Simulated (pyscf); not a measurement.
# Elimination: H₂C=NH₂⁺ -> HC≡NH⁺ + H₂

Gas phase, singlet surface, charge 1. Bonds broken: C1–H3, N2–H5. Bonds formed: H3–H5. Structures and frequencies: ωB97X-D3(BJ)/def2-SVP in PySCF.

Transition state (Å):

```xyz
6

C     -0.1395     0.2587    -0.1903
N      0.7503     0.6751     0.6850
H      0.3392    -0.2299    -1.1134
H     -1.0545     0.8405    -0.3612
H     -0.2835    -0.8742    -0.0224
H      1.5740     0.0472     0.7616
```

One imaginary mode, 321i cm⁻¹; descent along it reached the two sides named.

```csv
bond,change,reactant side (Å),saddle,product side
C1–H3,breaks,1.098,1.149,2.9
N2–H5,breaks,1.026,1.992,3.4
H3–H5,forms,3.0,1.412,0.761
```

Electronic energies relative to the reactant's lowest minimum found (kcal/mol):

```tsv
level	barrier	reaction energy	reverse barrier
ωB97X-D3(BJ)/def2-TZVP	99.2	+59.9	39.3
PBE/def2-TZVP	93.7	+59.2	34.5
r²SCAN/def2-TZVP	96.6	+59.7	36.9
B3LYP-D3(BJ)/def2-TZVP	97.5	+58.1	39.5
PBE0-D3(BJ)/def2-TZVP	97.9	+63.1	34.9
M06-2X/def2-TZVP	100.2	+56.7	43.5
ωB97M-D3(BJ)/def2-TZVP	97.8	+58.1	39.7
HF/def2-TZVP	105.0	+59.2	45.8
```

With ωB97M-D3(BJ)/def2-TZVP energies and thermal terms (ideal gas, 1 atm, RRHO with modes under 100 cm⁻¹ raised to 100, one conformer, R ln 2 for chiral ones without a mode under 150 cm⁻¹), in kcal/mol:

```tsv
T (K)	ΔH‡	ΔG‡	ΔH	ΔG
298	92.3	91.6	+49.9	+42.0
600	92.5	90.8	+51.6	+33.3
900	92.5	89.9	+52.5	+23.8
1200	92.4	89.0	+52.9	+14.2
```

At the saddle there is also a short C–H contact that neither side keeps. One saddle was located; it need not be the lowest between these sides. A restricted solution here is unstable towards spin polarisation, so biradical character is likely and single-reference numbers are less safe.
